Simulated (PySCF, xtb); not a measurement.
**Two structures of CH2Al2+**

Structure a: a doublet given by its coordinates. Structure b: a doublet given by its coordinates. Both are isolated ions in the gas phase, relaxed with PBE0-D3(BJ)/def2-SVP.

a (Å):

```yaml
atoms:
  - { symbol: C, position_ang: [-0.2622, -0.6621, -0.6701] }
  - { symbol: Al, position_ang: [1.2264, -1.2602, 0.2329] }
  - { symbol: Al, position_ang: [-0.8578, 0.9784, -1.1473] }
  - { symbol: H, position_ang: [-1.3113, 2.4224, -1.5267] }
  - { symbol: H, position_ang: [-0.8765, -1.5392, -0.9502] }
```

Close contacts (Å): C1–Al2 1.84, C1–Al3 1.81, C1–H5 1.11, Al3–H4 1.56.

b (Å):

```xyz
5

C     0.1763   -0.2139   -0.6613
Al    2.0524   -0.5947   -1.2252
Al   -1.5089   -1.2831   -0.6602
H    -0.0925    0.7037   -1.2378
H     0.2807    0.1174    0.3998
```

Close contacts (Å): C1–Al2 2.00, C1–Al3 2.00, C1–H4 1.12, C1–H5 1.12.

Q: Estimate which is lower in electronic energy at CCSD(T)/def2-SVP, and by roughly how much.

A: The CCSD(T)/def2-SVP calculation puts structure b lower, by 26.5 kcal/mol.

The same difference at several levels:

| level | geometry | E(b) − E(a) (kcal/mol) | departure from the last row (kcal/mol) | job, with rough time for the two |
| --- | --- | --- | --- | --- |
| GFN2-xTB | GFN2-xTB | −6.4 | +20.1 | optimisation, 0.2 s |
| HF/STO-3G | GFN2-xTB | −39.5 | −12.9 | single point, 1.7 s |
| r2SCAN-D4/def2-SVP | GFN2-xTB | −27.7 | −1.2 | single point, 1.7 min |
| PBE0-D3(BJ)/def2-SVP | PBE0-D3(BJ)/def2-SVP | −27.8 | −1.2 | optimisation, 2.2 min |
| HF/def2-SVP | PBE0-D3(BJ)/def2-SVP | −22.2 | +4.3 | part of the CCSD(T) run |
| MP2/def2-SVP | PBE0-D3(BJ)/def2-SVP | −18.1 | +8.4 | part of the CCSD(T) run |
| CCSD(T)/def2-SVP | PBE0-D3(BJ)/def2-SVP | −26.5 |  | single point, 12 s |

The levels shown agree on the order. The largest departure from CCSD(T)/def2-SVP is that of GFN2-xTB, 20.1 kcal/mol.

With thermal terms from frequencies at re-optimised GFN2-xTB minima (ideal gas, soft modes damped towards free rotors, one conformer each, 1000 K, 1 atm): on the last row, ΔE + ΔZPE = −24.6, ΔH = −24.6, ΔG = −24.1 kcal/mol.

Open shells are spin-unrestricted, with notable spin contamination under HF/STO-3G, HF/def2-SVP, MP2/def2-SVP, CCSD(T)/def2-SVP. The correlated steps freeze 11 core orbitals. Programs: PySCF 2.14.0, xtb 6.7.1; the last row on 2 threads of Arm Neoverse V1 on a shared host.
